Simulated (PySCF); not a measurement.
Choosing a molecule for a target property.

Each SMILES stands for a single optimised conformer of the isolated species, non-relativistic unless stated. Electronic properties by PySCF.

The conformers computed, where there is a choice (atom-mapped SMILES and torsion angles):
- `[CH3:1][CH2:2][CH2:3][PH2+:4][CH3:5]`: C1–C2–C3–P4 54°, C2–C3–P4–C5 165°
- `[CH3:1][C:2]([NH2:3])=[O:4]`: H–N3–C2–C1 -179°, H–N3–C2–C1 -1°
- `[CH3:1][O:2][C@@H:3]1[CH2:4][C@@H:5]1[C:6](=[O:7])[Cl:8]`: C1–O2–C3–C4 -82°, C4–C5–C6–O7 -13°

The conformers of `O=C1CO[C@H](CCl)C1` aren't listed.

(1) Wanted: HOMO–LUMO gap between 6 eV and 6.7 eV (PBE0/def2-SVPD) and lowest triplet excitation (Tamm–Dancoff) below 5 eV (TDA PBE0/def2-SVPD), at GFN2-xTB geometries. Which candidate meets both?
A. `O=C1CO[C@H](CCl)C1`
B. `CCC[PH2+]C`
C. `c1cpccn1`
D. `C[n+]1ccoc1F`
E. `CC(N)=O`
F. `CO[C@@H]1C[C@@H]1C(=O)Cl`

(2) Wanted: static isotropic polarisability below 44 au (PBE0/def2-SVPD) and electronic spatial extent ⟨r²⟩ about the centre of nuclear charge below 700 bohr² (PBE0/def2-SVPD), at GFN2-xTB geometries. Which candidate meets both?
A. `CC(N)=O`
B. `O=C([C@H]1C[C@H]1OC)Cl`
C. `C[N+]1=C(F)OC=C1`
D. `CCC[PH2+]C`
E. `c1cpccn1`

(3) Wanted: lowest singlet excitation between 5.5 eV and 7 eV (TDDFT PBE0/def2-SVPD) and HOMO energy below -7.7 eV (PBE0/def2-SVPD), at GFN2-xTB geometries. Which candidate meets both?
A. `C[n+]1ccoc1F`
B. `CC(N)=O`
C. `CCC[PH2+]C`
D. `CO[C@@H]1C[C@@H]1C(=O)Cl`

## Answers

(1) A. Computed values:
```
                 species  HOMO–LUMO gap  lowest triplet excitation (Tamm–Dancoff)
                c1cpccn1        5.34 eV                                   3.23 eV
      O=C1CO[C@H](CCl)C1        6.51 eV                                   3.76 eV
CO[C@@H]1C[C@@H]1C(=O)Cl        6.83 eV                                   4.65 eV
            C[n+]1ccoc1F        7.12 eV                                   4.39 eV
                 CC(N)=O        7.91 eV                                   5.22 eV
              CCC[PH2+]C        9.42 eV                                   8.08 eV
```

(2) A. Computed values:
| species | static isotropic polarisability | electronic spatial extent ⟨r²⟩ about the centre of nuclear charge |
| --- | --- | --- |
| CC(N)=O | 37.8 au | 266 bohr² |
| C[N+]1=C(F)OC=C1 | 50.0 au | 608 bohr² |
| CCC[PH2+]C | 66.9 au | 754 bohr² |
| c1cpccn1 | 73.6 au | 554 bohr² |
| O=C([C@H]1C[C@H]1OC)Cl | 80.8 au | 1315 bohr² |

(3) A. Computed values:
```
                 species  lowest singlet excitation  HOMO energy
CO[C@@H]1C[C@@H]1C(=O)Cl                    5.16 eV     -7.90 eV
                 CC(N)=O                    5.74 eV     -7.42 eV
            C[n+]1ccoc1F                    6.32 eV    -13.29 eV
              CCC[PH2+]C                    8.29 eV    -13.85 eV
```
